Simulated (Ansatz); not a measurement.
# HF+ (doublet): energies up the ladder, part 2 of 2

Aim: energies up the ladder, for HF+ (doublet), with the cost of each level. Charge +1. Spin multiplicity 2.

Ansatz 0.2.0, Gaussian bases. Earlier steps stand in the parts before.

**8. Single point, wB97M-V/def2-TZVPP**

input.yaml

```yaml
crystal:
  periodic: [false, false, false]
  atoms:
    - { symbol: F, position_ang: [0.0, 0.0, -0.0372894] }
    - { symbol: H, position_ang: [0.0, 0.0, 0.9697494] }
magnetization:
  spin_polarized: true
  initial_magnetization: 1
total_charge: 1
basis:
  gaussian: { orbitals: def2-TZVPP }
hamiltonian:
  xc: { name: wB97M-V }
```

On the command line:

```sh
ansatz run input.yaml --threads 1 --pin off --max-ram 2560MiB --backend cpu --events-out ev --progress --plain --runs-dir out
```

The program printed, shortened:

```text
Warning: RAYON_NUM_THREADS=1 ignored (pool sized by the plan → 1); use --threads N
[...]
Functional definition: wB97M-V
[...]
  gx(w, u) = 1 - cx + cx01*u + cx10*w
  gss(w, u) = css00 + css04*u^4 + css10*w + css20*w^2 + css43*w^4*u^3
  gos(w, u) = cos00 + cos10*w + (cos20 + cos21*u)*w^2 + (cos60 + cos61*u)*w^6
[...]
      + integral(e_c_pw_mod_opposite_spin*gos(b97_w_opposite, b97_u_opposite)) + vv10(b, c)
215 factors; their error is unknown
48 factors; integrals over basis functions are off by at most 2.0e-5 eV
[...]
mean field -2717.78251674 eV, -99.8766653111 hartree, gradient 3.8e-5 eV, S^2 0.752057; 0 other end points of the search recorded, 0 dependent functions left out
reference -2717.78252796 eV, -99.8766657234 hartree; 5, 4 occupied and 40, 41 virtual orbitals, 215 factors
Total energy: -2717.78252796 eV, -99.8766657234 hartree
```

Wall time 0.74 s (1 thread of AMD EPYC 9R14 (Zen 4), shared host); peak memory 0.12 GiB.

**9. Single point, B2PLYP/def2-TZVPP**

Edit input.yaml of step 8 so:

```diff
@@ -12,2 +12,2 @@
 hamiltonian:
-  xc: { name: wB97M-V }
+  xc: { name: B2PLYP }
```

On the command line:

```sh
ansatz run input.yaml --threads 1 --pin off --max-ram 2560MiB --backend cpu --events-out ev --progress --plain --runs-dir out
```

The program printed, shortened:

```text
Warning: RAYON_NUM_THREADS=1 ignored (pool sized by the plan → 1); use --threads N
[...]
Functional definition: B2PLYP
[...]
287 factors; integrals over basis functions are off by at most 1.3e-3 eV
[...]
mean field -2715.36451557 eV, -99.7878054069 hartree, gradient 3.7e-6 eV, S^2 0.752912; 0 other end points of the search recorded, 0 dependent functions left out
1 core orbitals not correlated: weight in the atoms' cores, before any rotation towards them, 1.000 or more for the frozen orbitals, at most 0.000 for the correlated occupied ones
reference -2715.36456922 eV, -99.7878073785 hartree; 4, 3 occupied and 40, 41 virtual orbitals, 287 factors
second order -6.34783224 eV of doubles, -0.00000000 eV of singles
Total energy: -2717.07848392 eV, -99.8507925822 hartree
```

Run time: 0.34 s. Hardware: 1 thread of AMD EPYC 9R14 (Zen 4), shared host; peak memory 0.095 GiB.

**10. Single point, LDA/def2-TZVPP**

Edit input.yaml of step 9 so:

```diff
@@ -12,2 +12,2 @@
 hamiltonian:
-  xc: { name: B2PLYP }
+  xc: lda
```

On the command line:

```sh
ansatz run input.yaml --threads 1 --pin off --max-ram 2560MiB --backend cpu --events-out ev --progress --plain --runs-dir out
```

The program printed:

```text
Warning: RAYON_NUM_THREADS=1 ignored (pool sized by the plan → 1); use --threads N
[... 1 set-up line as earlier in the session ...]
Functional definition: SPW92
  exchange = slater_x
  correlation = pw_c
215 factors; their error is unknown
mean field evaluation 1: about -2693.9008 eV, gradient 5.1e1 eV
mean field evaluation 2: about -2686.9423 eV, gradient 7.0e1 eV
mean field evaluation 4: about -2700.1293 eV, gradient 9.7e0 eV
mean field evaluation 8: about -2700.3040 eV, gradient 2.5e-1 eV
mean field evaluation 16: about -2700.3013 eV, gradient 4.0e-6 eV
mean field evaluation 32: about -2700.3013 eV, gradient 1.6e-3 eV
mean field -2700.30131329 eV, -99.2342429336 hartree, gradient 4.0e-6 eV, S^2 0.751564; 2 other end points of the search recorded, 0 dependent functions left out
reference -2700.30132258 eV, -99.2342432747 hartree; 5, 4 occupied and 40, 41 virtual orbitals, 215 factors
Total energy: -2700.30132258 eV, -99.2342432747 hartree
```

Wall time 0.23 s (1 thread of AMD EPYC 9R14 (Zen 4), shared host); peak memory 0.084 GiB.

**11. Single point, PBE0-D4/def2-SVP**

Edit input.yaml of step 10 so:

```diff
@@ -10,4 +10,5 @@
 basis:
-  gaussian: { orbitals: def2-TZVPP }
+  gaussian: { orbitals: def2-SVP }
 hamiltonian:
-  xc: lda
+  xc: pbe0
+  dispersion: d4
```

On the command line:

```sh
ansatz run input.yaml --threads 1 --pin off --max-ram 2560MiB --backend cpu --events-out ev --progress --plain --runs-dir out
```

The program printed:

```text
Warning: RAYON_NUM_THREADS=1 ignored (pool sized by the plan → 1); use --threads N
[... 2 set-up lines as earlier in the session ...]
  parameter a = 0.25
[... 2 set-up lines as earlier in the session ...]
  exchange = (1 - a)*pbe_x(kappa = kappa, mu = beta*pi^2/3) + a*exact_x
[... 1 set-up line as earlier in the session ...]
179 factors; integrals over basis functions are off by at most 1.9e-3 eV
mean field evaluation 1: about -2708.6244 eV, gradient 3.5e1 eV
mean field evaluation 2: about -2709.0178 eV, gradient 3.4e1 eV
mean field evaluation 4: about -2712.5725 eV, gradient 4.4e-1 eV
mean field evaluation 8: about -2712.5715 eV, gradient 4.5e-3 eV
mean field -2712.57146337 eV, -99.6851626320 hartree, gradient 7.1e-5 eV, S^2 0.751828; 0 other end points of the search recorded, 0 dependent functions left out
reference -2712.57146862 eV, -99.6851628247 hartree; 5, 4 occupied and 14, 15 virtual orbitals, 179 factors
Total energy: -2712.57207660 eV, -99.6851851678 hartree
```

Wall time 0.19 s (1 thread of AMD EPYC 9R14 (Zen 4), shared host); peak memory 0.087 GiB.

**12. Single point, PBE-D4/def2-SVP**

Edit input.yaml of step 11 so:

```diff
@@ -12,3 +12,3 @@
 hamiltonian:
-  xc: pbe0
+  xc: pbe
   dispersion: d4
```

On the command line:

```sh
ansatz run input.yaml --threads 1 --pin off --max-ram 2560MiB --backend cpu --events-out ev --progress --plain --runs-dir out
```

The program printed, shortened:

```text
Warning: RAYON_NUM_THREADS=1 ignored (pool sized by the plan → 1); use --threads N
[... 6 set-up lines as earlier in the session ...]
206 factors; their error is unknown
mean field evaluation 1: about -2706.8141 eV, gradient 4.2e1 eV
mean field evaluation 2: about -2702.8502 eV, gradient 5.6e1 eV
mean field evaluation 4: about -2712.4311 eV, gradient 3.6e-1 eV
mean field evaluation 8: about -2712.4201 eV, gradient 9.0e-4 eV
mean field evaluation 16: about -2712.4201 eV, gradient 1.1e-1 eV
mean field -2712.42013778 eV, -99.6796015192 hartree, gradient 3.5e-6 eV, S^2 0.751422; 3 other end points of the search recorded, 0 dependent functions left out
reference -2712.42014522 eV, -99.6796017923 hartree; 5, 4 occupied and 14, 15 virtual orbitals, 206 factors
Total energy: -2712.42090606 eV, -99.6796297529 hartree
```

It took 0.21 s on 1 thread of AMD EPYC 9R14 (Zen 4), shared host; peak memory 0.087 GiB.

**13. Single point, CCSD(T)/def2-TZVPP**

Edit input.yaml of step 12 so:

```diff
@@ -10,5 +10,6 @@
 basis:
-  gaussian: { orbitals: def2-SVP }
-hamiltonian:
-  xc: pbe
-  dispersion: d4
+  gaussian: { orbitals: def2-TZVPP }
+correlation:
+  method: ccsd_t
+scf:
+  omitted_lower_state_checks: [cluster_reference]
```

On the command line:

```sh
ansatz run input.yaml --threads 1 --pin off --max-ram 2560MiB --backend cpu --events-out ev --progress --plain --runs-dir out
```

The program printed, shortened:

```text
Warning: RAYON_NUM_THREADS=1 ignored (pool sized by the plan → 1); use --threads N
[...]
Functional definition: HF
[...]
287 factors; integrals over basis functions are off by at most 1.3e-3 eV
[...]
mean field -2708.68698278 eV, -99.5424106034 hartree, gradient 8.5e-7 eV, S^2 0.754952; 2 other end points of the search recorded, 0 dependent functions left out
1 core orbitals not correlated: weight in the atoms' cores, before any rotation towards them, 1.000 or more for the frozen orbitals, at most 0.000 for the correlated occupied ones
reference -2708.68698278 eV, -99.5424106034 hartree; 4, 3 occupied and 40, 41 virtual orbitals, 287 factors
second order -5.48499537 eV of doubles, -0.00000000 eV of singles
cycle   1  -5.74150237 eV  change   -2.6e-1 eV  update   2.9e-2
[...]
cycle   9  -5.85000485 eV  change    1.8e-6 eV  update   5.1e-6
perturbative correction -0.10401540 eV, -0.0038224956 hartree
Total energy: -2714.64100304 eV, -99.7612168120 hartree
Checks for a lower state left out: cluster_reference
```

It took 0.62 s on 1 thread of AMD EPYC 9R14 (Zen 4), shared host; peak memory 0.13 GiB.

**14. Single point, CCSD(T)/def2-QZVPP**

Edit input.yaml of step 13 so:

```diff
@@ -10,3 +10,3 @@
 basis:
-  gaussian: { orbitals: def2-TZVPP }
+  gaussian: { orbitals: def2-QZVPP.json }
 correlation:
```

On the command line:

```sh
ansatz run input.yaml --threads 1 --pin off --max-ram 2560MiB --backend cpu --events-out ev --progress --plain --runs-dir out
```

The program printed, shortened:

```text
Warning: RAYON_NUM_THREADS=1 ignored (pool sized by the plan → 1); use --threads N
[...]
[... 1 set-up line as earlier in the session ...]
[...]
542 factors; integrals over basis functions are off by at most 1.4e-3 eV
[...]
mean field -2708.80964291 eV, -99.5469182796 hartree, gradient 6.8e-7 eV, S^2 0.755123; 2 other end points of the search recorded, 0 dependent functions left out
1 core orbitals not correlated: weight in the atoms' cores, before any rotation towards them, 1.000 or more for the frozen orbitals, at most 0.000 for the correlated occupied ones
reference -2708.80964291 eV, -99.5469182796 hartree; 4, 3 occupied and 82, 83 virtual orbitals, 542 factors
second order -6.05464929 eV of doubles, -0.00000000 eV of singles
cycle   1  -6.26426870 eV  change   -2.1e-1 eV  update   2.8e-2
[...]
cycle   9  -6.37177020 eV  change    4.6e-6 eV  update   5.8e-6
perturbative correction -0.13022787 eV, -0.0047857859 hartree
Total energy: -2715.31164097 eV, -99.7858623015 hartree
Checks for a lower state left out: cluster_reference
```

Run time: 2.3 s. Hardware: 1 thread of AMD EPYC 9R14 (Zen 4), shared host; peak memory 0.37 GiB.

**15. Extrapolation to the basis-set limit**

CCSD(T)/CBS estimate, frozen core: CCSD(T) correlation extrapolated, from def2-TZVPP and def2-QZVPP: mean field -2708.8265 eV, total -2715.7344 eV. The exponents are 7.88 (mean field) and 2.97 (correlation).

**16. Geometries side by side**

```csv
level,F1–H2 (Å),rotational constants (MHz),highest frequency (cm⁻¹),CPU time
PBE0-D4/def2-TZVPP,1.0070,520700,3057,1.4 s
```

Constants are for the commonest isotopes at the equilibrium geometry; times are CPU times of the relaxations.

**17. Total energies**

```csv
level,energy (eV),CPU time
PBE-D4/def2-TZVPP,-2715.8156,0.32 s
r2SCAN-D4/def2-TZVPP,-2717.4180,0.49 s
B3LYP-D4/def2-TZVPP,-2718.4715,0.26 s
wB97M-V/def2-TZVPP,-2717.7825,0.73 s
B2PLYP/def2-TZVPP,-2717.0785,0.33 s
LDA/def2-TZVPP,-2700.3013,0.22 s
PBE0-D4/def2-SVP,-2712.5721,0.19 s
PBE-D4/def2-SVP,-2712.4209,0.2 s
CCSD(T)/def2-TZVPP,-2714.6410,0.61 s
CCSD(T)/def2-QZVPP,-2715.3116,2.3 s
CCSD(T)/CBS,-2715.7344,-
```

**18. Outcome**

What follows sums up all 2 parts.

| quantity | value |
| --- | --- |
| F1–H2 at PBE0-D4/def2-TZVPP | 1.007 Å |
| frequencies at PBE0-D4/def2-TZVPP | 3057 cm⁻¹ |
| energy at CCSD(T)/CBS | -2715.734 eV |

No mode is imaginary, so the geometry is a minimum. These totals serve in differences with atoms or fragments at the same level; alone they don't rank the methods.
